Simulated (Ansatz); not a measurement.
**CHOSi (sextet): wave-function methods side by side, cc-pVDZ**

The task here is to estimate one member of a computed series from the others.

Computed with Ansatz 0.2.0, Gaussian basis. Level: cc-pVDZ, core rule «outside noble gas», up to 7 orbitals frozen.

The runs, in order: UHF; CCSD(T) on ROHF; CCSD(T) on UHF; BCCD(T) on ROHF; CISD as a restricted active space (open shells left free, so some higher excitations enter); CCSDT(Q) on ROHF; CCSDT(Q) on UHF; CASSCF and MRCISD+Q, 13 electrons in 11 orbitals; CASSCF and NEVPT2, 13 electrons in 11 orbitals.

20 further runs of the same task are left out: 10 that didn't finish, 10 set aside as unsound or not needed. Runs told in other sessions of the task aren't counted.

## What is computed

The geometry is a PBE0/def2-TZVP stationary point (not a proven minimum) of the parent state, kept for this charge and spin.

4 atoms, charge 0, spin multiplicity 6.

Atoms are counted from 1 here; the program's logs count them from 0.

Bond lengths: C1–Si2 1.820 Å, C1–H4 1.084 Å, Si2–O3 1.530 Å. Angles: Si2–C1–H4 150.6°, C1–Si2–O3 122.3°.

Set-up of the first run:

The input, in.yaml:

```yaml
crystal:
  periodic: [false, false, false]
  atoms:
    - {symbol: C, position_ang: [0.000000, -0.231556, 1.642911]}
    - {symbol: Si, position_ang: [0.000000, 0.419511, -0.056146]}
    - {symbol: O, position_ang: [0.000000, -0.495400, -1.281834]}
    - {symbol: H, position_ang: [0.000000, -1.066454, 2.334393]}
basis:
  gaussian: {orbitals: cc-pVDZ}
magnetization: {spin_polarized: true, initial_magnetization: 5}
hamiltonian: {xc: hf}
output: {orbitals: {seedname: orbitals}}
```

On the command line:

```
$ ansatz run in.yaml --threads 1 --pin off --events-out ev --progress --plain --max-ram 2393MiB
```

Steps of the session up to this table: UHF; CCSD(T) on ROHF; CCSD(T) on UHF; BCCD(T) on ROHF; CISD as a restricted active space (open shells left free, so some higher excitations enter); CCSDT(Q) on ROHF; CCSDT(Q) on UHF; CASSCF and MRCISD+Q, 13 electrons in 11 orbitals; CASSCF and NEVPT2, 13 electrons in 11 orbitals.

One table of the session follows, with a row left open; its other results are not shown here.

It belongs to the step «Misses and costs». 

| method | from UCCSDT(Q) (meV) |
| --- | --- |
| ROHF | +8770.3 |
| UHF | +8439.2 |
| RMP2 | +1222.4 |
| UMP2 | +1227.2 |
| CISD | +879.3 |
| RCCSD | +226.2 |
| UCCSD | +219.1 |
| RCCSD(T) | +47.6 |
| UCCSD(T) | +45.9 |
| BCCD(T) | +47.0 |
| RCCSDT | +15.9 |
| UCCSDT | +13.7 |
| RCCSDT(Q) | +3.1 |
| UCCSDT(Q) | 0 |
| CASSCF frontier | +7430.5 |
| MRCISD frontier | +700.4 |
| MRCISD+Q frontier | ? |

Estimate the missing values for MRCISD+Q frontier.

**Answer.** from UCCSDT(Q) (meV): +105.6. In the column «from UCCSDT(Q) (meV)» it lies between RCCSD(T) (+47.6) and UCCSD (+219.1).

Not comparable, so not listed: CASSCF and NEVPT2, 13 electrons in 11 orbitals (they don't share determinant, frozen orbitals or solution with the rows shown, or repeat one).

Limits of these values: Restricted and unrestricted rows rest on different reference determinants; a gap between their highest levels can come from leftover correlation error, from unlike frozen cores or from another state. Warnings in the runs' records: passed over end.
